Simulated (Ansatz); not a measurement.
# How the zone-centre TO phonon frequency of zinc-blende CdSe moves with the method

No measured value is used here.

```json
[
 {"level (code)": "LDA (Ansatz)", "value (cm⁻¹)": "(withheld)", "cell (Å³/atom)": "27.10"},
 {"level (code)": "PBE (Ansatz)", "value (cm⁻¹)": "155", "cell (Å³/atom)": "29.73"},
 {"level (code)": "r²SCAN (Ansatz)", "value (cm⁻¹)": "163", "cell (Å³/atom)": "28.84"}
]
```

Q: Fill in the missing entries.

A: 
- LDA (Ansatz, a quantum-chemistry and plane-wave program), value (cm⁻¹): 175

Each level is taken at its own relaxed cell. Cutoffs differ between the levels. Ansatz's density-functional and Hartree–Fock values are scalar-relativistic unless marked +SOC, with PAW data made under PBE.
